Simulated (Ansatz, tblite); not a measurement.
# The cluster Li₂H₂+: a ladder of methods and basis sets

The task here is to estimate one member of a computed series from the others.

Program: Ansatz 0.2.0, Gaussian basis. Level of theory: as each input shows. These are calculated values, not measurements.

The runs, in order: GFN1-xTB, GFN2-xTB, PBE-D4/def2-TZVP, r2SCAN-D4/def2-TZVP, BLYP-D4/def2-TZVP, PBE-QIDH/def2-TZVP, r2SCANh-D4/def2-TZVP, B2PLYP/def2-TZVP, BHLYP-D4/def2-TZVP, PBE+5HF/def2-TZVP, PBE+10HF/def2-TZVP, PBE+15HF/def2-TZVP, PBE+35HF/def2-TZVP, PBE+50HF/def2-TZVP, PBE-D4/def2-SVP, PBE0-D4/def2-SVP, HF/STO-3G, HF/6-31G, B3LYP-D4/6-31G, CCSD(T)/def2-TZVPP, MP2/def2-TZVP, RPA/def2-TZVP.

1 further run of the same task is left out (set aside as unsound or not needed). Runs told in other sessions of the task aren't counted.

### The geometry

The geometry is that of the doublet, from an earlier relaxation (PBE-D4/def2-TZVP). At that level it is the lowest of the isomers that a small search found.

4 atoms, charge 1, spin multiplicity 2.

Bond lengths: Li1–H3 1.749 Å, Li1–H4 1.754 Å, Li2–H3 1.750 Å, Li2–H4 1.753 Å. Angles: H3–Li1–H4 43.1°, H3–Li2–H4 43.1°, Li1–H3–Li2 137.3°, Li1–H4–Li2 136.6°.

The ion is computed in the gas phase, without counter-ions or solvent.

PBE0-D4/def2-TZVP was run before; its log isn't repeated, and its numbers join the tables.

Set-up of the first run:

Tight binding, by tblite at 300 K electronic temperature and without a spin-polarisation term:

```python
tblite.interface.Calculator('GFN1-xTB', numbers, positions, charge=1, uhf=1).singlepoint()
```

Tight binding, by tblite at 300 K electronic temperature and without a spin-polarisation term:

```python
tblite.interface.Calculator('GFN2-xTB', numbers, positions, charge=1, uhf=1).singlepoint()
```

start.molden holds the orbitals of an earlier run on this state, given as this run's starting guess.

in.yaml reads:

```yaml
crystal:
  periodic: [false, false, false]
  atoms:
    - {symbol: Li, position_ang: [-1.147558, -1.140067, 0.193806]}
    - {symbol: Li, position_ang: [1.139491, 1.148754, -0.189867]}
    - {symbol: H, position_ang: [-0.003833, 0.109343, 0.630789]}
    - {symbol: H, position_ang: [0.011901, -0.118020, -0.634728]}
basis:
  gaussian: {orbitals: def2-TZVP, initial_orbitals: start.molden}
total_charge: 1
magnetization: {spin_polarized: true, initial_magnetization: 1}
hamiltonian: {xc: pbe, dispersion: d4}
scf: {omitted_lower_state_checks: [starts]}
output: {forces: true, orbitals: {seedname: orbitals}}
```

Started as:

```console
> ansatz run in.yaml --threads 4 --pin off --events-out ev --progress --plain --max-ram 3916MiB
```

Among the steps run: PBE-D4/def2-TZVP; r2SCAN-D4/def2-TZVP; BLYP-D4/def2-TZVP; PBE-QIDH/def2-TZVP; r2SCANh-D4/def2-TZVP; B2PLYP/def2-TZVP; BHLYP-D4/def2-TZVP; PBE+5HF/def2-TZVP; PBE+10HF/def2-TZVP; PBE+15HF/def2-TZVP; PBE+35HF/def2-TZVP; PBE+50HF/def2-TZVP; PBE-D4/def2-SVP; PBE0-D4/def2-SVP; HF/STO-3G; HF/6-31G; B3LYP-D4/6-31G; CCSD(T)/def2-TZVPP; MP2/def2-TZVP; RPA/def2-TZVP.

One of the session's tables, all rows but one given; the rest of the session is left out.

It belongs to the step «Levels side by side». 

| level | HOMO (eV) | LUMO (eV) | gap (eV) |
| --- | --- | --- | --- |
| HF/STO-3G | -12.09 | -2.83 | 9.25 |
| HF/6-31G | -13.00 | -3.40 | 9.59 |
| PBE-D4/def2-SVP | ? | ? | ? |
| PBE-D4/def2-TZVP | -8.88 | -7.30 | 1.58 |
| BLYP-D4/def2-TZVP | -8.80 | -7.43 | 1.37 |
| r2SCAN-D4/def2-TZVP | -9.12 | -6.73 | 2.39 |
| r2SCANh-D4/def2-TZVP | -9.54 | -6.38 | 3.16 |
| B3LYP-D4/6-31G | -9.82 | -6.85 | 2.97 |
| PBE0-D4/def2-SVP | -9.93 | -6.28 | 3.65 |
| PBE0-D4/def2-TZVP | -9.96 | -6.33 | 3.63 |
| BHLYP-D4/def2-TZVP | -11.01 | -5.66 | 5.35 |
| PBE+5HF/def2-TZVP | -9.09 | -7.10 | 1.99 |
| PBE+10HF/def2-TZVP | -9.31 | -6.90 | 2.40 |
| PBE+15HF/def2-TZVP | -9.52 | -6.71 | 2.81 |
| PBE+35HF/def2-TZVP | -10.40 | -5.96 | 4.44 |
| PBE+50HF/def2-TZVP | -11.07 | -5.42 | 5.65 |

Q: Estimate the row for PBE-D4/def2-SVP from the others.

The run gave: HOMO (eV): -8.84; LUMO (eV): -7.26; gap (eV): 1.59. In the column «HOMO (eV)» it lies between PBE-D4/def2-TZVP (-8.88) and BLYP-D4/def2-TZVP (-8.80).
